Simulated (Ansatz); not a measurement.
A calculation with Ansatz (development build ahead of 0.2.0).

```yaml
crystal:
  periodic: [false, false, false]
  atoms:
    - { symbol: H, position_ang: [0.12894, -0.01175, 0.14744] }
    - { symbol: C, position_ang: [0.91852, -0.17368, -0.562] }
    - { symbol: C, position_ang: [2.21245, -0.45341, -0.68943] }
    - { symbol: "N", position_ang: [3.35798, -0.69763, -0.92784] }
basis:
  gaussian: { orbitals: def2-SVP }
magnetization:
  spin_polarized: true
  initial_magnetization: 2
hamiltonian:
  xc: hf
output:
  forces: true
```

The input is written out in the form of the current development build from the run's settings.

Output:

* Converged: yes
* Total energy: -130.57652 hartree
* Spin squared of the determinant: 2.376
* Stability test: minimum

Forces (eV/Å):
```csv
atom,Fx,Fy,Fz
H1,-0.002,0.000,0.002
C2,0.009,-0.003,-0.003
C3,-0.003,0.005,0.002
N4,-0.004,-0.002,0.000
```

Caution: the unrestricted determinant is spin contaminated.
